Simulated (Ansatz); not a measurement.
A point defect in Si

These are results of DFT PBE, scalar-relativistic, plane waves, PAW (Ansatz 0.2.0), not measurements. Run with 420 eV cutoff, 2×2×2 k-mesh, Gaussian smearing of 0.01 eV, collinear spin in charge +1 alone.

Host crystal, relaxed:

```yaml
crystal:
  lattice:
    - [0.00000, 2.73505, 2.73505]
    - [2.73505, 0.00000, 2.73505]
    - [2.73505, 2.73505, 0.00000]
  atoms:
    - { symbol: Si, position: [0.75000, 0.75000, 0.75000] }
    - { symbol: Si, position: [0.50000, 0.50000, 0.50000] }
```

Supercell of 16 atoms, rows in host cell vectors: 0 -2 2; 0 0 2; -2 0 2. Atoms relax at the host's cell from a start displaced at random by 0.06 Å near the defect, so other minima may exist. The cell is small, so energies carry finite-size errors of tenths of an eV. The host's Kohn–Sham gap is 0.61 eV. Atoms are taken from and returned to the elements' standard states. Charged cells are corrected for image charges with the computed static dielectric tensor (mean 13.0) and aligned with the host's potential at far atoms (alignment terms reach 0.13 eV; the program doubts the alignment in some charges, where it is up to 0.13 eV). No band-filling term is added, and the Fermi level counts from the host's valence band top.

Starting moments were lost in some runs.

The defect is an interstitial at (0.000, 0.000, 0.000) of the host cell.

| charge | E_f at the valence band top (eV) | over the neutral state (eV) | moment (μB) | largest move (Å) | atoms near the site |
| --- | --- | --- | --- | --- | --- |
| +1 | 3.14 | -0.16 | 0.00 | 1.86 | 1 Si at 1.77 Å, 2 Si at 1.86 Å |
| 0 | 3.30 | 0.00 | 0.00 | 1.71 | 1 Si at 1.77 Å, 2 Si at 1.83 Å |

Among the charges computed the stable one is +1 at the valence band top, changing to 0 at 0.16 eV. In charge +1, 0 the cell has partly filled bands: a level of the defect may be part filled, the carrier may sit in the host's bands, or levels may cross between the k points, so transitions that involve it are doubtful. Other sites of the defect weren't tried.

(1) Which element is it? Judge by the nearest distance in charge 0 and covalent radii.
A. Zn
B. C
C. In
D. Ru
E. V

## Answers

(1) B. The nearest neighbour is Si at 1.77 Å, and the summed covalent radii with Si are 1.87 Å for C, 2.53 Å for In, 2.57 Å for Ru, 2.64 Å for V, 2.33 Å for Zn, so C fits best. Bonds can miss such sums by a tenth of an ångström or more.

Cost: 3 runs of about 6.4 core-minutes in all, on Arm Neoverse V1 (shared hosts).